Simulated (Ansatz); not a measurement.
Hf₂Si: from a trial structure to a relaxed crystal

Method: DFT r2SCAN, scalar-relativistic, plane waves, PAW in Ansatz. Cutoff 500 eV, Γ-centred k mesh, Gaussian smearing, no spin polarisation in the final step.

Hf₂Si was placed on the AlB2 structure type (P6/mmm, No. 191), with Si in place of Al, Hf in place of B, at a guessed volume.

```
CELL_PARAMETERS angstrom
3.85850 0.00000 0.00000
-1.92925 3.34156 0.00000
0.00000 0.00000 4.16615
ATOMIC_POSITIONS crystal
Hf 0.33333 0.66667 0.50000
Hf 0.66667 0.33333 0.50000
Si 0.00000 0.00000 0.00000
```

Cell and atoms relax at zero pressure; the relaxation can't lower the symmetry of the start. After a coarse first stage the cell is made exact in the group found at 0.06 Å.

Energies over the elements count from the elements' standard structures at the same level, with no empirical corrections.

Task: What does it relax into?

Result: It keeps P6/mmm (No. 191), but not the shape of the type it started on. Conventional cell: a = 4.738 Å, c = 2.824 Å. Hf is coordinated by 5 Hf at 2.74–2.82 Å and 6 Si at 3.08 Å; around Si lie 2 Si at 2.82 Å and 12 Hf at 3.08 Å.

Space group P6/mmm (No. 191). a = 4.738 Å, b = 4.738 Å, c = 2.824 Å, α = 90.00°, β = 90.00°, γ = 120.00°
```tsv
atom	site	symmetry	x	y	z
Hf	2d	-6m2	0.3333	0.6667	0.5000
Si	1a	6/mmm	0.0000	0.0000	0.0000
```

Task: What are its volume, energy, density and gap?

Result: The volume per atom is 18.30 Å³, the density is 11.65 g/cm³ and the energy over the elements is 0.27 eV/atom. The gap on the 12×12×16 mesh is 0 eV (a metal).

The final run used a 12×12×16 mesh on its 3-atom cell and 0.10 eV smearing. The k mesh leaves about 4 meV/atom of noise in metals. Spin–orbit coupling is left out. Symmetry constrained the relaxation, so the result can be a saddle point.

Cost: 4 runs of about 5 core-minutes in all, on Arm Neoverse V1 (shared hosts).